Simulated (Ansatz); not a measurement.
**C2H3O2− (SMILES [O-]C=CO): functionals against CCSD(T) at one geometry**

One table from this session's results is given with a row withheld; the runs are named, their logs left out.

The runs use Ansatz 0.2.0, Gaussian basis; single points in def2-TZVPPD.

Cores are frozen in the correlated methods.

1 further run of the same task is left out (it didn't finish).

### Starting geometry

7 atoms, charge -1, spin multiplicity 1.

Atoms are counted from 1 here; the program's logs count them from 0.

Bond lengths: O1–C2 1.288 Å, C2–C3 1.369 Å, C2–H5 1.132 Å, C3–O4 1.438 Å, C3–H6 1.078 Å, O4–H7 1.034 Å. Angles: O1–C2–C3 128.8°, O1–C2–H5 115.8°, C3–C2–H5 115.3°, C2–C3–O4 118.5°, C2–C3–H6 127.6°, O4–C3–H6 112.8°, C3–O4–H7 101.1°.

Coordinates:

```xyz
7
charge -1, multiplicity 1
O    -1.4456   -0.8019   -0.5017
C    -0.7970    0.2016   -0.0202
C     0.5457    0.3216    0.2178
O     1.4213   -0.7204   -0.2450
H    -1.4227    1.0983    0.2743
H     1.0783    1.1973    0.5530
H     0.7420   -1.4668   -0.4673
```

The first run:

Input file run/in.yaml:

```yaml
crystal:
  periodic: [false, false, false]
  atoms:
    - {symbol: O, position_ang: [-1.445648, -0.801935, -0.501650]}
    - {symbol: C, position_ang: [-0.796961, 0.201557, -0.020232]}
    - {symbol: C, position_ang: [0.545662, 0.321603, 0.217844]}
    - {symbol: O, position_ang: [1.421348, -0.720414, -0.244973]}
    - {symbol: H, position_ang: [-1.422747, 1.098286, 0.274256]}
    - {symbol: H, position_ang: [1.078299, 1.197280, 0.553019]}
    - {symbol: H, position_ang: [0.741998, -1.466842, -0.467349]}
basis:
  gaussian: {orbitals: "def2-TZVPPD.json"}
total_charge: -1
hamiltonian: {xc: pbe, dispersion: d4}
output: {forces: true}
```

The basis file named in the input lies beside it (Basis Set Exchange, JSON).

The run is started by

```
> ansatz run in.yaml --threads 2 --pin off --events-out ev --progress --plain --max-ram 3481MiB
```

Among the steps run: PBE-D4/def2-TZVPPD; r2SCAN-D4/def2-TZVPPD; PBE0-D4/def2-TZVPPD; wB97M-V/def2-TZVPPD; CCSD(T)/def2-TZVPPD.

One table of the session follows, with a row left open; its other results are not shown here.

```
   method  RMS force component (eV/Å)  angle to CCSD(T) forces (°)
   PBE-D4                       0.704                          9.7
r2SCAN-D4                       0.809                         10.7
  PBE0-D4                           ?                            ?
  wB97M-V                       0.886                         13.1
  CCSD(T)                       0.868                    reference
```

Q: Estimate the row for PBE0-D4 from the others.

The run gave: RMS force component (eV/Å): 0.900; angle to CCSD(T) forces (°): 17.4. In the column «RMS force component (eV/Å)» it is the highest.

Caveats from the session: The anion's highest level is positive in at least one run, so there the basis alone may hold the extra electron.
